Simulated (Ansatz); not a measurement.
Ansatz (an electronic-structure program) input (B3LYP-D3(BJ)/def2-TZVP):

Ansatz 0.2 input:
```yaml
crystal:
  periodic: [false, false, false]
  atoms:
    - {symbol: N, position_ang: [-0.00604726, 0.07245881, 1.41596088]}
    - {symbol: C, position_ang: [0.00611832, 0.05420329, -1.33253835]}
    - {symbol: C, position_ang: [0.00075354, 1.15688179, 0.73845087]}
    - {symbol: C, position_ang: [-0.00725914, -1.10497655, 0.76438931]}
    - {symbol: C, position_ang: [-0.00124318, -1.14569099, -0.61962459]}
    - {symbol: C, position_ang: [0.00728081, 1.26242812, -0.64570663]}
    - {symbol: H, position_ang: [0.01090499, 0.04443784, -2.41599051]}
    - {symbol: H, position_ang: [-0.01307795, -2.00605563, 1.36507020]}
    - {symbol: H, position_ang: [-0.00227616, -2.09704255, -1.13399480]}
    - {symbol: H, position_ang: [0.01287787, 2.21437463, -1.15663470]}
basis:
  gaussian:
    orbitals: def2-TZVP
hamiltonian:
  xc: b3lyp
  dispersion: d3bj
magnetization: {spin_polarized: true, initial_magnetization: 1}
phonons: {temperatures: {t_min: 298.15, t_max: 298.15, t_step: 100}}
```

Output:

```
Functional definition: B3LYP
integrals: 0.12 GiB planned
1231 factors; their error is unknown
mean field: 1.48 GiB planned
mean field evaluation 1: about -6731.6681 eV, gradient 4.3e1 eV
mean field evaluation 2: about -6727.3442 eV, gradient 5.2e1 eV
mean field evaluation 4: about -6740.1262 eV, gradient 5.5e0 eV
mean field evaluation 8: about -6740.2628 eV, gradient 1.5e-1 eV
mean field evaluation 16: about -6740.2513 eV, gradient 2.3e-3 eV
mean field -6740.25133677 eV, -247.6996679199 hartree, gradient 3.6e-5 eV, S^2 0.755350; 0 other end points of the search recorded, 0 dependent functions left out
the calculation of the forces begins
reference -6740.25158399 eV, -247.6996770051 hartree; 21, 20 occupied and 189, 190 virtual orbitals, 1231 factors
these checks for a lower state are left out or cut short: stability, starts, cluster_reference, orbital_swaps, neighbouring_geometries, increment
integrals: 0.12 GiB planned
1231 factors; their error is unknown
mean field: 1.48 GiB planned
mean field evaluation 32: about -6740.2512 eV, gradient 2.8e-6 eV
mean field -6740.25118949 eV, -247.6996625076 hartree, gradient 2.8e-6 eV, S^2 0.755337; 0 other end points of the search recorded, 0 dependent functions left out
the calculation of the forces begins
reference -6740.25143675 eV, -247.6996715939 hartree; 21, 20 occupied and 189, 190 virtual orbitals, 1231 factors
these checks for a lower state are left out or cut short: stability, starts, cluster_reference, orbital_swaps, neighbouring_geometries, increment
integrals: 0.12 GiB planned
1231 factors; their error is unknown
mean field: 1.47 GiB planned
mean field -6740.25127163 eV, -247.6996655260 hartree, gradient 2.9e-6 eV, S^2 0.755362; 0 other end points of the search recorded, 0 dependent functions left out
the calculation of the forces begins
reference -6740.25151882 eV, -247.6996746099 hartree; 21, 20 occupied and 189, 190 virtual orbitals, 1231 factors
these checks for a lower state are left out or cut short: stability, starts, cluster_reference, orbital_swaps, neighbouring_geometries, increment
integrals: 0.12 GiB planned
1231 factors; their error is unknown
mean field: 1.48 GiB planned
mean field -6740.25122129 eV, -247.6996636759 hartree, gradient 3.0e-6 eV, S^2 0.755325; 0 other end points of the search recorded, 0 dependent functions left out
the calculation of the forces begins
reference -6740.25146850 eV, -247.6996727608 hartree; 21, 20 occupied and 189, 190 virtual orbitals, 1231 factors
these checks for a lower state are left out or cut short: stability, starts, cluster_reference, orbital_swaps, neighbouring_geometries, increment
integrals: 0.12 GiB planned
1231 factors; their error is unknown
mean field: 1.48 GiB planned
mean field -6740.25122053 eV, -247.6996636482 hartree, gradient 2.6e-6 eV, S^2 0.755375; 0 other end points of the search recorded, 0 dependent functions left out
the calculation of the forces begins
reference -6740.25146776 eV, -247.6996727336 hartree; 21, 20 occupied and 189, 190 virtual orbitals, 1231 factors
these checks for a lower state are left out or cut short: stability, starts, cluster_reference, orbital_swaps, neighbouring_geometries, increment
integrals: 0.12 GiB planned
1231 factors; their error is unknown
mean field: 1.48 GiB planned
mean field -6740.25112282 eV, -247.6996600574 hartree, gradient 2.9e-6 eV, S^2 0.755353; 0 other end points of the search recorded, 0 dependent functions left out
the calculation of the forces begins
reference -6740.25136997 eV, -247.6996691398 hartree; 21, 20 occupied and 189, 190 virtual orbitals, 1231 factors
these checks for a lower state are left out or cut short: stability, starts, cluster_reference, orbital_swaps, neighbouring_geometries, increment
integrals: 0.12 GiB planned
[...]
1231 factors; their error is unknown
mean field: 1.47 GiB planned
mean field evaluation 224: about -6740.2513 eV, gradient 4.7e-4 eV
mean field -6740.25132446 eV, -247.6996674674 hartree, gradient 2.9e-6 eV, S^2 0.755349; 0 other end points of the search recorded, 0 dependent functions left out
the calculation of the forces begins
reference -6740.25157168 eV, -247.6996765527 hartree; 21, 20 occupied and 189, 190 virtual orbitals, 1231 factors
these checks for a lower state are left out or cut short: stability, starts, cluster_reference, orbital_swaps, neighbouring_geometries, increment
integrals: 0.12 GiB planned
1231 factors; their error is unknown
mean field: 1.48 GiB planned
mean field -6740.25132397 eV, -247.6996674493 hartree, gradient 3.0e-6 eV, S^2 0.755350; 0 other end points of the search recorded, 0 dependent functions left out
the calculation of the forces begins
reference -6740.25157118 eV, -247.6996765343 hartree; 21, 20 occupied and 189, 190 virtual orbitals, 1231 factors
these checks for a lower state are left out or cut short: stability, starts, cluster_reference, orbital_swaps, neighbouring_geometries, increment
integrals: 0.12 GiB planned
1231 factors; their error is unknown
mean field: 1.48 GiB planned
mean field -6740.25126909 eV, -247.6996654326 hartree, gradient 2.9e-6 eV, S^2 0.755350; 0 other end points of the search recorded, 0 dependent functions left out
the calculation of the forces begins
reference -6740.25151627 eV, -247.6996745163 hartree; 21, 20 occupied and 189, 190 virtual orbitals, 1231 factors
these checks for a lower state are left out or cut short: stability, starts, cluster_reference, orbital_swaps, neighbouring_geometries, increment
integrals: 0.12 GiB planned
1231 factors; their error is unknown
mean field: 1.48 GiB planned
mean field -6740.25131051 eV, -247.6996669549 hartree, gradient 2.9e-6 eV, S^2 0.755350; 0 other end points of the search recorded, 0 dependent functions left out
the calculation of the forces begins
reference -6740.25155777 eV, -247.6996760415 hartree; 21, 20 occupied and 189, 190 virtual orbitals, 1231 factors
these checks for a lower state are left out or cut short: stability, starts, cluster_reference, orbital_swaps, neighbouring_geometries, increment
integrals: 0.12 GiB planned
1231 factors; their error is unknown
mean field: 1.48 GiB planned
mean field evaluation 256: about -6740.2513 eV, gradient 2.1e-6 eV
mean field -6740.25127378 eV, -247.6996656051 hartree, gradient 2.9e-6 eV, S^2 0.755349; 0 other end points of the search recorded, 0 dependent functions left out
the calculation of the forces begins
reference -6740.25152096 eV, -247.6996746888 hartree; 21, 20 occupied and 189, 190 virtual orbitals, 1231 factors
these checks for a lower state are left out or cut short: stability, starts, cluster_reference, orbital_swaps, neighbouring_geometries, increment
integrals: 0.12 GiB planned
1231 factors; their error is unknown
mean field: 1.47 GiB planned
mean field -6740.25131134 eV, -247.6996669853 hartree, gradient 2.9e-6 eV, S^2 0.755350; 0 other end points of the search recorded, 0 dependent functions left out
the calculation of the forces begins
reference -6740.25155860 eV, -247.6996760719 hartree; 21, 20 occupied and 189, 190 virtual orbitals, 1231 factors
these checks for a lower state are left out or cut short: stability, starts, cluster_reference, orbital_swaps, neighbouring_geometries, increment
integrals: 0.12 GiB planned
1231 factors; their error is unknown
mean field: 1.47 GiB planned
mean field -6740.25131445 eV, -247.6996670998 hartree, gradient 2.9e-6 eV, S^2 0.755350; 0 other end points of the search recorded, 0 dependent functions left out
the calculation of the forces begins
reference -6740.25156170 eV, -247.6996761859 hartree; 21, 20 occupied and 189, 190 virtual orbitals, 1231 factors
these checks for a lower state are left out or cut short: stability, starts, cluster_reference, orbital_swaps, neighbouring_geometries, increment
integrals: 0.12 GiB planned
1231 factors; their error is unknown
mean field: 1.47 GiB planned
mean field -6740.25128295 eV, -247.6996659420 hartree, gradient 3.0e-6 eV, S^2 0.755349; 0 other end points of the search recorded, 0 dependent functions left out
the calculation of the forces begins
reference -6740.25153014 eV, -247.6996750262 hartree; 21, 20 occupied and 189, 190 virtual orbitals, 1231 factors
these checks for a lower state are left out or cut short: stability, starts, cluster_reference, orbital_swaps, neighbouring_geometries, increment
integrals: 0.12 GiB planned
1231 factors; their error is unknown
mean field: 1.48 GiB planned
mean field -6740.25126664 eV, -247.6996653425 hartree, gradient 2.9e-6 eV, S^2 0.755350; 0 other end points of the search recorded, 0 dependent functions left out
the calculation of the forces begins
reference -6740.25151382 eV, -247.6996744263 hartree; 21, 20 occupied and 189, 190 virtual orbitals, 1231 factors
these checks for a lower state are left out or cut short: stability, starts, cluster_reference, orbital_swaps, neighbouring_geometries, increment
integrals: 0.12 GiB planned
1231 factors; their error is unknown
mean field: 1.47 GiB planned
mean field evaluation 288: about -6740.2637 eV, gradient 4.4e-1 eV
mean field -6740.25131100 eV, -247.6996669729 hartree, gradient 2.9e-6 eV, S^2 0.755350; 0 other end points of the search recorded, 0 dependent functions left out
the calculation of the forces begins
reference -6740.25155826 eV, -247.6996760595 hartree; 21, 20 occupied and 189, 190 virtual orbitals, 1231 factors
these checks for a lower state are left out or cut short: stability, starts, cluster_reference, orbital_swaps, neighbouring_geometries, increment
integrals: 0.12 GiB planned
1231 factors; their error is unknown
mean field: 1.48 GiB planned
mean field -6740.25131183 eV, -247.6996670034 hartree, gradient 2.9e-6 eV, S^2 0.755351; 0 other end points of the search recorded, 0 dependent functions left out
the calculation of the forces begins
reference -6740.25155908 eV, -247.6996760895 hartree; 21, 20 occupied and 189, 190 virtual orbitals, 1231 factors
these checks for a lower state are left out or cut short: stability, starts, cluster_reference, orbital_swaps, neighbouring_geometries, increment
integrals: 0.12 GiB planned
1231 factors; their error is unknown
mean field: 1.47 GiB planned
mean field -6740.25128614 eV, -247.6996660591 hartree, gradient 2.9e-6 eV, S^2 0.755349; 0 other end points of the search recorded, 0 dependent functions left out
the calculation of the forces begins
reference -6740.25153333 eV, -247.6996751433 hartree; 21, 20 occupied and 189, 190 virtual orbitals, 1231 factors
these checks for a lower state are left out or cut short: stability, starts, cluster_reference, orbital_swaps, neighbouring_geometries, increment
integrals: 0.12 GiB planned
1231 factors; their error is unknown
mean field: 1.47 GiB planned
mean field -6740.25131070 eV, -247.6996669618 hartree, gradient 2.9e-6 eV, S^2 0.755350; 0 other end points of the search recorded, 0 dependent functions left out
the calculation of the forces begins
reference -6740.25155796 eV, -247.6996760486 hartree; 21, 20 occupied and 189, 190 virtual orbitals, 1231 factors
these checks for a lower state are left out or cut short: stability, starts, cluster_reference, orbital_swaps, neighbouring_geometries, increment
integrals: 0.12 GiB planned
1231 factors; their error is unknown
mean field: 1.47 GiB planned
mean field evaluation 320: about -6740.2507 eV, gradient 4.5e-1 eV
mean field -6740.25126636 eV, -247.6996653322 hartree, gradient 2.9e-6 eV, S^2 0.755349; 0 other end points of the search recorded, 0 dependent functions left out
the calculation of the forces begins
reference -6740.25151353 eV, -247.6996744158 hartree; 21, 20 occupied and 189, 190 virtual orbitals, 1231 factors
Total energy: -6740.68836864 eV, -247.7157285449 hartree
Atom 0 at    -0.006047     0.072459     1.415961 Å, force    -0.000004    -0.000593     0.000519 eV/Å
Atom 1 at     0.006118     0.054203    -1.332538 Å, force    -0.000000    -0.000132     0.000003 eV/Å
Atom 2 at     0.000754     1.156882     0.738451 Å, force     0.000006     0.000928    -0.000539 eV/Å
Atom 3 at    -0.007259    -1.104977     0.764389 Å, force    -0.000001    -0.000347    -0.000123 eV/Å
Atom 4 at    -0.001243    -1.145691    -0.619625 Å, force     0.000000     0.000024    -0.000027 eV/Å
Atom 5 at     0.007281     1.262428    -0.645707 Å, force     0.000000     0.000129     0.000057 eV/Å
Atom 6 at     0.010905     0.044438    -2.415991 Å, force     0.000001     0.000075    -0.000158 eV/Å
Atom 7 at    -0.013078    -2.006056     1.365070 Å, force    -0.000000    -0.000055     0.000057 eV/Å
Atom 8 at    -0.002276    -2.097043    -1.133995 Å, force    -0.000001    -0.000081     0.000132 eV/Å
Atom 9 at     0.012878     2.214375    -1.156635 Å, force    -0.000000     0.000053     0.000079 eV/Å
Dipole moment:     0.001475    -0.248567    -0.526504 e Å
Vibrations: 386.06 427.45 579.68 663.94 715.99 753.21 890.83 957.68 969.53 1002.29 1038.69 1075.37 1111.51 1168.56 1263.62 1333.15 1426.90 1503.15 1572.17 1664.91 3168.95 3178.37 3201.00 3208.04 cm⁻¹, zero-point energy 2.061923 eV
```

It need not be the lowest isomer of its formula.
